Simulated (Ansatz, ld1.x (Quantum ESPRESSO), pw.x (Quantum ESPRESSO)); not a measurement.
# From atom to crystal: ultrasoft potential for Au

| Quantity | Value |
| --- | --- |
| Element | Au (Z = 79) |
| Generator | ld1.x (Quantum ESPRESSO) 7.5 |
| Type | ultrasoft |
| Functional | PBEsol |
| Relativity | scalar-relativistic |
| Frozen core | [Xe] 4f14 |
| Valence charge | 11 |
| Reference configuration | 5d9 6s0 6p0 (charge +2) |
| Partial waves | 6s (bound, empty): rcut 1.35, rcutus 1.80 bohr; 6s channel at -1.25 Ry: rcut 1.35, rcutus 1.80 bohr; 6p (bound, empty): rcut 1.85, rcutus 2.40 bohr; 6p channel at 0.75 Ry: rcut 1.85, rcutus 2.40 bohr; 5d (bound): rcut 1.20, rcutus 1.45 bohr; 5d channel at -0.65 Ry: rcut 1.20, rcutus 1.45 bohr |
| Local potential | all-electron potential smoothed inside 2.10 bohr (lloc = -1) |
| Core correction | Bessel-smoothed model core inside 0.90 bohr |
| Augmentation charge | built from norm-conserving waves at rcut, not smoothed further |

Crystal test: diamond Au in pw.x 7.5, no spin, 8³ k-points, Fermi–Dirac smearing 0.01 Ry, cutoffs 110/880 Ry. The reference is all-electron LAPW (Ansatz 0.2.0) with the same functional, mesh and smearing; V0 and B0 come from Birch–Murnaghan fits to the pressures at five volumes. Errors are pseudo minus all-electron; Δ is the rms difference of the E(V) curves that follow from these fits, minima aligned, over ±6 % about the mean V0. Mesh and smearing are coarse, so the numbers serve the comparison and aren't converged zero-temperature values; the lattice is a test structure that the element need not adopt.

All-electron: a0 = 6.022 Å (V0 = 27.29 Å³/atom), B0 = 69.0 GPa.

Question: How far does the potential miss the all-electron equation of state?

Answer: mean pressure error (GPa): -10.15. The pressure does not cross zero within the volumes sampled, so no fit is given. This is a poor potential for the solid. Note: ghost state, extra bound levels that the all-electron valence spectrum of the same l lacks: s at -91.5 eV. A true bound ghost makes a file unfit for plane-wave use. Atomic configuration tests: 3 of 7 tests not solved or not reliable.

| V (Å³/atom) | P all-electron (GPa) | P pseudo (GPa) |
| --- | --- | --- |
| 25.927 | 4.12 | -7.42 |
| 26.610 | 1.88 | -8.77 |
| 27.292 | 0.00 | -10.10 |
| 27.974 | -1.58 | -11.07 |
| 28.657 | -2.91 | -11.89 |

Question: At the middle volume, how do free energy and pressure move when the wave cutoff is lowered (ecutrho held at 880 Ry)?

Answer:

```csv
cutoff (Ry),shift of F (meV/atom),shift of P (GPa)
50,+2149.6,-65.36
66,+159.2,-1.81
88,+72.0,+1.34
```

The run at the middle volume (29 k-points, 17 iterations) took about 1.7 min on one core of a shared host (Intel(R) Xeon(R) 6975P-C, 192 threads, 378 GiB, load 56).
